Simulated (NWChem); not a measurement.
# Spin states of water (H2O)

```xyz
3

O      0.0000     0.0000     0.1226
H      0.7577     0.0000    -0.4905
H     -0.7577     0.0000    -0.4905
```
Charge 0, spin multiplicity 1.

Everything below was run with NWChem. Structure: optimised with PBE/def2-SVP, a minimum by its harmonic frequencies.

Basis set: def2-TZVP. The gap is E(triplet) − E(singlet) at the geometry of the singlet, so a negative value puts the higher spin lower. Open shells are unrestricted, coupled cluster uses restricted open-shell references, and the singlet is the closed-shell solution. The triplet is the single determinant that the SCF runs reached, with unpaired electrons in orbitals of symmetry a1 and b2 (C2v labels); it need not be the lowest triplet, which in molecules with degenerate π orbitals can need several determinants.

The correlated methods keep 1 core orbital frozen. No SCF solution was tested for a lower state. Open-shell Hartree-Fock references start from PBE0 orbitals. No row is a measurement; the coupled-cluster row has its own basis-set and correlation limits.

Q: Order these methods by the vertical singlet-triplet gap they give, lowest first: PBE, CR-CCSD(T), MP2, PBE0, B2PLYP.

A: PBE0 (164.7 kcal/mol), PBE (166.0 kcal/mol), B2PLYP (168.4 kcal/mol), CR-CCSD(T) (169.8 kcal/mol), MP2 (175.2 kcal/mol)
